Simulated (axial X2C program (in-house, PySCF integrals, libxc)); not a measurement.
## BO⁻: cheaper levels and CCSD(T), 2c

Computed with an axial X2C code built on PySCF integrals. Two-component (2c) means X2C with spin–orbit coupling and atomic mean-field two-electron Coulomb and Gaunt terms. Basis: O dyall-av3z [7s6p3d2f], B dyall-av3z [8s7p3d2f] (cores contracted in-house); Gaussian nuclei, density fitting, unrestricted open shells. Masses: O 15.995 u, B 11.009 u.

State: Ω = 0 (closed shell); fragments O- + B for PBE0, MP2, CCSD, BLYP, CCSD(T); O + B- for HF.

| level | Re (Å) | ωe (cm⁻¹) | De (eV) |
| --- | --- | --- | --- |
| PBE0 | 1.232 | 1752.2 | 9.45 |
| HF | 1.216 | 1861.4 | n/a |
| MP2 | 1.248 | 1672.4 | 9.81 |
| CCSD | 1.239 | 1729.6 | 9.17 |
| BLYP | 1.244 | 1673.6 | 9.30 |

Correlated methods: 10 electrons correlated (number of frozen shells: O 1 s; B 1 s), 206 virtual spin orbitals or spinors in MP2, 90 natural virtuals in coupled cluster.

CCSD(T), same Hamiltonian and basis:

Re = 1.246 Å, ωe = 1690.9 cm⁻¹, De = 9.33 eV; T1 = 0.019 (Lee–Taylor normalisation).

Give the differences from CCSD(T) in the columns below.



```tsv
level	ΔRe (Å)	Δωe (cm⁻¹)	ΔDe (eV)
PBE0	-0.014	61	0.12
HF	-0.030	170	n/a
MP2	0.002	-18	0.48
CCSD	-0.007	39	-0.16
BLYP	-0.002	-17	-0.03
```

Occupations by symmetry block were frozen at the best pattern of an incomplete PBE0 search. The closed shell is kept restricted, so the energy runs too high when the bond is stretched far. De is counted from the lowest determinant-based energies of the atoms at the same level, without counterpoise correction. De is not given where an atomic determinant may have missed its ground term or J level, or where the truncated virtual space spoils (T). Coupled cluster ran in a truncated set of natural virtual spinors; the MP2 energy of the rest was added. (T) has no such correction and the atoms are truncated less, which lowers De at CCSD(T) by a hundredth of an eV or more. In 2c an atomic determinant is not the ground J level, so De misses part of the atomic spin–orbit lowering. This holds for PBE0, BLYP. Without a current term, density functionals place determinants with orbital angular momentum somewhat too high. The highest occupied level of some functionals is positive through self-interaction error; at Hartree–Fock it is bound.
